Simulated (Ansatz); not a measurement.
Input file:

```yaml
crystal:
  periodic: [false, false, false]
  atoms:
    - {symbol: F, position_ang: [0.000000, 0.000000, 0.000000]}
    - {symbol: As, position_ang: [0.000000, 0.000000, 1.737000]}
basis:
  gaussian: {orbitals: "6-31G*"}
magnetization: {spin_polarized: false}
correlation: {method: mp2, electrons: outside_noble_gas}
scf: {lower_state_search: full}
output: {forces: true}
```

```sh
$ ansatz run in.yaml --threads 1 --pin off --events-out ev --progress --plain --max-ram 2393MiB
```

Output:

```
456 factors; integrals over basis functions are off by at most 6.3e-4 eV
mean field evaluation 1: about -63490.4951 eV, gradient 2.3e1 eV
mean field evaluation 2: about -63490.5124 eV, gradient 2.3e1 eV
mean field evaluation 4: about -63491.5723 eV, gradient 1.3e0 eV
mean field evaluation 8: about -63491.5804 eV, gradient 2.2e-4 eV
mean field evaluation 16: about -63491.5803 eV, gradient 2.6e-1 eV
mean field evaluation 32: about -63491.5792 eV, gradient 4.6e-1 eV
mean field -63491.58037376 eV, -2333.2725425970 hartree, gradient 4.6e-6 eV, S^2 0.000000; 3 other end points of the search recorded, 0 dependent functions left out; unrestricted orbitals would lower it
unrestricted determinant -63493.01506317 eV, -2333.3252664602 hartree, S^2 1.0226
15 core orbitals not correlated: weight in the atoms' cores, before any rotation towards them, 0.999 or more for the frozen orbitals, at most 0.002 for the correlated occupied ones
reference -63491.58037376 eV, -2333.2725425970 hartree; 6, 6 occupied and 29, 29 virtual orbitals, 456 factors
second order -6.99964222 eV of doubles, -0.00000000 eV of singles
the calculation of the forces begins
Total energy: -63498.58001598 eV, -2333.5297747039 hartree
Atom 0 at     0.000000     0.000000     0.000000 Å, force    -0.000000     0.000000    -0.402452 eV/Å
Atom 1 at     0.000000     0.000000     1.737000 Å, force     0.000000    -0.000000     0.402452 eV/Å
Dipole moment:    -0.000000     0.000000     0.309798 e Å
```

Forces (eV/Å):
```
F    0.000  0.000 -0.402
As   0.000  0.000  0.402
```

Ran on 1 thread of Intel Xeon Platinum 8259CL, shared host: 1.7 s wall, 0.16 GiB peak host memory.
